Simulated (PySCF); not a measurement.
Protonation sites of methyl chloride

Parent: methyl chloride, `CCl` (CH3Cl). Non-hydrogen atoms are numbered in `[CH3:1][Cl:2]`.

Computed at PBE0-D3(BJ)/def2-TZVP // PBE0-D3(BJ)/def2-SVP with PySCF (density fitting, grid level 2). Zero-point and thermal terms (298.15 K, 1 bar) come from unscaled PBE0-D3(BJ)/def2-SVP harmonic frequencies, with soft modes damped to free rotors in the entropy.

| site | product | PA / kJ/mol | GB / kJ/mol |
| --- | --- | --- | --- |
| Cl2 (chlorine) | `C[ClH+]` | 652 | 626 |

PA is −ΔH and GB is −ΔG of B + H⁺ → BH⁺ in the gas phase. Sites whose products fell apart, merged with another or lost in a GFN2-xTB screen aren't listed.

Measured values (NIST Chemistry WebBook, evaluated or the median of agreeing entries): proton affinity (−ΔH) 647 kJ/mol (computed 652, difference 5); gas-phase basicity (−ΔG) 621 kJ/mol (computed 626, difference 5).

Caveats: the best site listed is a halogen, a weak base; protonation of a C–C, C–H or other σ bond isn't listed and may be favoured.

Run with `OMP_NUM_THREADS=1 python redox_run.py task.json out` on 1 thread of Arm Neoverse V1, a shared host. Structures, frequencies and single points: 24 s of wall time.
